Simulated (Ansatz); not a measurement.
Basis or method: vertical ionisation to the singlet of GeH₃

GeH3, doublet; coordinates (Å): Ge 0.000 0.000 -0.019; H 1.465 0.017 0.453; H -0.748 1.261 0.448; H -0.719 -1.278 0.449. Quantity: vertical ionisation to the singlet.

Ansatz 0.2.0, basis 6-31G or cc-pVDZ or cc-pVTZ; geometries are PBE0/def2-TZVP minima. Wave-function levels freeze the cores with the filled d shells of p-block atoms; HF, MP2 and coupled cluster are restricted for singlets and unrestricted otherwise, restricted open-shell where a d shell is frozen, Kohn–Sham unrestricted where that lies lower. The reference is CCSDT(Q) or full CI (coupled cluster only where its series has nearly closed). Semilocal and hybrid functionals correlate all electrons outside any core potential and usually lie nearer their basis limit than the reference, so part of their error here is the reference's basis and frozen-core error; RPA and the MP2 part of double hybrids freeze the same cores as the reference. None of these values is a measured one. Energies are electronic, without zero-point terms. No spin–orbit coupling and no scalar relativity. The species are chosen: bound, without strong static correlation by their natural occupations or amplitudes, in their lowest spin state as far as vertical gaps and like structures tell, with only the lowest ion state computed, and with a ladder that closes on the reference, so errors are smaller than for species at large; levels whose determinant breaks symmetry or spin markedly are left out.

```json
{"level": "reference", "6-31G (eV)": "8.219 (full CI)", "cc-pVDZ (eV)": "8.511 (CCSDT(Q))", "cc-pVTZ (eV)": "8.613 (CCSDT(Q))"}
{"level": "HF", "6-31G (eV)": "8.243", "cc-pVDZ (eV)": "8.246", "cc-pVTZ (eV)": "8.233"}
{"level": "MP2", "6-31G (eV)": "8.241", "cc-pVDZ (eV)": "8.491", "cc-pVTZ (eV)": "8.568"}
{"level": "CCSD(T)", "6-31G (eV)": "8.220", "cc-pVDZ (eV)": "8.510", "cc-pVTZ (eV)": "8.609"}
{"level": "PBE", "6-31G (eV)": "8.655", "cc-pVDZ (eV)": "8.694", "cc-pVTZ (eV)": "8.711"}
{"level": "PBE0", "6-31G (eV)": "8.734", "cc-pVDZ (eV)": "8.763", "cc-pVTZ (eV)": "8.769"}
{"level": "wB97M-V", "6-31G (eV)": "8.591", "cc-pVDZ (eV)": "8.636", "cc-pVTZ (eV)": "8.654"}
{"level": "B2PLYP", "6-31G (eV)": "8.511", "cc-pVDZ (eV)": "8.617", "cc-pVTZ (eV)": "8.654"}
```

From 6-31G to cc-pVTZ the reference moves by 0.394 eV and PBE by 0.056; the step from CCSD(T) to the reference is -0.001 in the first and 0.005 in the last.
